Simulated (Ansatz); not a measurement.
A nudged elastic band was laid between two geometries of AlFH3N (6 atoms, charge 0, multiplicity 1).

Method: Ansatz 0.2.0, RKS PBE-D4/def2-SVP.

```yaml
movable_images: 9
climbing_image: yes
spring: 5.0 eV/Å²
optimiser: quadratic models (default)
start_path: through a guess of the saddle point
force_threshold: 0.05 eV/Å
iteration_limit: 60
end_points: relaxed
```

Image 0:

```xyz
6
Properties=species:S:1:pos:R:3
Al 0.185 -0.016 0.165
H 0.256 -0.550 1.655
F 1.574 0.566 -0.582
N -1.320 -0.002 -0.774
H -2.224 -0.330 -0.427
H -1.414 0.332 -1.736
```

Image 10:

```xyz
6
Properties=species:S:1:pos:R:3
Al -0.763 -0.459 0.811
H 1.617 0.036 0.866
F 1.322 0.299 0.001
N -1.532 -0.049 -0.779
H -2.526 -0.177 -1.000
H -1.061 0.351 -1.598
```

(1) Which bonds break or form, and what moves?

(2) What energy profile does the band end with?

(3) What is the geometry of the highest image?

(4) What are the harmonic wavenumbers there?

Answers

(1) Bonds broken: Al1–H2. Bonds formed: H2–F3. AlFH3N becomes AlH2N + FH.

(2) It converged. The highest image is number 7 of 0 to 10, 2.91 eV above the first end and 0.36 eV above the last; the last end lies 2.55 eV above the first. A vibrational analysis at the climbing image gives one clearly imaginary mode, 1007i cm⁻¹: a first-order saddle point. The orbitals stay closed-shell, which can raise the energy where a bond breaks towards radicals; this wasn't checked here.

```csv
image,path coordinate (Å),energy (eV),Al1–H2 (Å),H2–F3 (Å)
0,0.00,0.00,1.58,2.83
1,0.27,0.03,1.59,2.78
2,0.55,0.16,1.59,2.65
3,0.82,0.45,1.59,2.42
4,1.10,0.99,1.59,2.14
5,1.37,1.74,1.60,1.83
6,1.65,2.53,1.65,1.53
7,1.92,2.91,1.74,1.23
8,2.20,2.68,1.97,1.01
9,2.49,2.57,2.26,0.96
10,2.77,2.55,2.43,0.95
```

(3) 
```xyz
6
Properties=species:S:1:pos:R:3
Al -0.348 -0.332 0.531
H 1.286 -0.132 1.102
F 1.355 0.404 0.002
N -1.495 -0.043 -0.814
H -2.480 -0.324 -0.824
H -1.261 0.427 -1.695
```

(4) 1007i, 170, 242, 361, 398, 493, 634, 781, 1458, 1635, 3467, 3567 cm⁻¹.

The run took 120 s on 1 thread of Arm Neoverse V2, with other jobs on the host, peak memory 0.097 GiB.
